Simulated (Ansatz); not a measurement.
This geometry of AlH5O (7 atoms, charge 0, multiplicity 1) is a first-order saddle point.

All numbers below come from Ansatz 0.2.0, RKS PBE0-D4/def2-mTZVP.

```xyz
7
Properties=species:S:1:pos:R:3
Al 0.050 -0.230 -0.087
H -0.010 -0.091 1.696
H 1.421 0.340 -0.627
H -1.382 0.097 -0.686
O 0.169 -1.974 0.574
H -0.601 -2.549 0.501
H 0.023 -1.118 1.484
```

Which two structures does it join? (They come from a converged band through this point; their orientation in space is the band's.)

Bonds broken: Al1–H2, O5–H7. Bonds formed: H2–H7. AlH5O becomes AlH3O + H2.

Initial state:

```xyz
7
Properties=species:S:1:pos:R:3
Al 0.040 0.039 0.097
H -0.059 0.613 1.593
H 1.401 0.253 -0.705
H -1.323 -0.120 -0.736
O 0.137 -1.925 0.653
H -0.648 -2.389 0.335
H 0.123 -1.996 1.617
```

Final state:

```xyz
7
Properties=species:S:1:pos:R:3
Al 0.040 -0.578 -0.364
H -0.068 0.262 2.143
H 1.426 0.160 -0.532
H -1.373 0.134 -0.498
O 0.127 -2.263 -0.113
H -0.663 -2.803 -0.033
H 0.183 -0.436 2.250
```

How far does it lie above each of them?

69.8 kJ/mol above the first and 98.6 kJ/mol above the second. This is the barrier of this one path; another mechanism may lie lower. The orbitals stay closed-shell, which can raise the energy where a bond breaks towards radicals; this wasn't checked here.

The run took 2.5 min on 1 thread of Arm Neoverse N1, with other jobs on the host, peak memory 0.11 GiB.
